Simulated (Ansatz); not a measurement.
# PH2+ (singlet): from Hartree-Fock to the top rungs at distance P1–H3 = 1.538 Å, cc-pVDZ

One table from this session's results is given with a row withheld; the runs are named, their logs left out.

Computed with Ansatz 0.2.0, Gaussian basis. Level: cc-pVDZ, core rule «outside noble gas», up to 5 orbitals frozen.

The runs, in order: UHF; CCSD(T) on RHF; CCSD(T) on UHF; BCCD(T) on RHF; CISD; CCSDT(Q) on RHF; CCSDT(Q) on UHF; CCSDTQ on RHF; CASSCF and MRCISD+Q, 2 electrons in 2 orbitals; CASSCF and NEVPT2, 2 electrons in 2 orbitals; CASSCF and MRCISD+Q, 6 electrons in 6 orbitals; CASSCF and NEVPT4(SD), 6 electrons in 6 orbitals; CASSCF and NEVPT2, 6 electrons in 6 orbitals; Full CI.

9 further runs of the same task are left out: 9 that didn't finish. Runs told in other sessions of the task aren't counted.

## The geometry

The geometry derives from a PBE0/def2-TZVP stationary point (not a proven minimum). One bond is set to the value named and the two fragments are kept rigid.

3 atoms, charge 1, spin multiplicity 1.

Atoms are counted from 1 here; the program's logs count them from 0.

Bond lengths: P1–H2 1.429 Å, P1–H3 1.538 Å. Angles: H2–P1–H3 91.7°.

The first run:

Contents of in.yaml:

```yaml
crystal:
  periodic: [false, false, false]
  atoms:
    - {symbol: P, position_ang: [0.000000, -0.063140, -0.002386]}
    - {symbol: H, position_ang: [0.000000, 0.932255, -1.027942]}
    - {symbol: H, position_ang: [0.000000, 1.008038, 1.101254]}
basis:
  gaussian: {orbitals: cc-pVDZ}
total_charge: 1
magnetization: {spin_polarized: true, initial_magnetization: 0}
hamiltonian: {xc: hf}
output: {orbitals: {seedname: orbitals}}
```

Started as:

```bash
> ansatz run in.yaml --threads 1 --pin off --events-out ev --progress --plain --max-ram 2393MiB
```

Steps of the session up to this table: UHF; CCSD(T) on RHF; CCSD(T) on UHF; BCCD(T) on RHF; CISD; CCSDT(Q) on RHF; CCSDT(Q) on UHF; CCSDTQ on RHF; CASSCF and MRCISD+Q, 2 electrons in 2 orbitals; CASSCF and NEVPT2, 2 electrons in 2 orbitals; CASSCF and MRCISD+Q, 6 electrons in 6 orbitals; CASSCF and NEVPT4(SD), 6 electrons in 6 orbitals; CASSCF and NEVPT2, 6 electrons in 6 orbitals; Full CI.

One of the session's tables, all rows but one given; the rest of the session is left out.

It belongs to the step «Misses and costs». 

```
            method  from FCI (meV)
               RHF         +3572.2
               UHF               ?
              RMP2          +909.3
              CISD          +238.0
             RCCSD           +91.9
          RCCSD(T)           +21.3
           BCCD(T)           +21.3
            RCCSDT            +4.1
         RCCSDT(Q)            +0.8
           RCCSDTQ            +0.1
       CASSCF pair         +2981.6
       NEVPT2 pair          +815.9
    CASSCF valence         +1987.0
    NEVPT2 valence          +575.6
NEVPT4(SD) valence           +86.2
    MRCISD valence           +78.9
  MRCISD+Q valence            +6.5
               FCI               0
```

Q: Estimate the row for UHF from the others.

As computed: from FCI (meV): +3469.1. In the column «from FCI (meV)» it lies between CASSCF pair (+2981.6) and RHF (+3572.2).

Not comparable, so not listed: CCSD(T) on UHF; CASSCF and MRCISD+Q, 2 electrons in 2 orbitals (they don't share determinant, frozen orbitals or solution with the rows shown, or repeat one).

Caveats from the session: Warnings in the runs' records: passed over end.
